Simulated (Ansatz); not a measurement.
System: rock-salt KI. Method: LDA (Ansatz, a program for electronic structure, plane waves, PAW).

Total energies, extrapolated to zero smearing (they compare only within this program, potentials and cutoff):

```tsv
system	energy (eV/atom)
rock-salt KI, relaxed	-4427.5494
bcc K	-1496.2511
solid iodine	-7355.8617
```

Question: Work out the formation enthalpy per atom.

Answer: ΔH_f ≈ ΔE = -4427.5494 − [1 × (-1496.2511) + 1 × (-7355.8617)]/2 = -1.493 eV/atom (0 K, no vibrations). The reference value is -1.699 eV/atom (measured, 298 K, copied from a table, unchecked, not corrected to a static lattice; as tabulated in Wang et al. (2021), doi:10.1038/s41598-021-94550-5), a difference of +0.206 eV/atom.

Spin–orbit coupling is left out; its size isn't shown.

The PAW data were made under PBE.
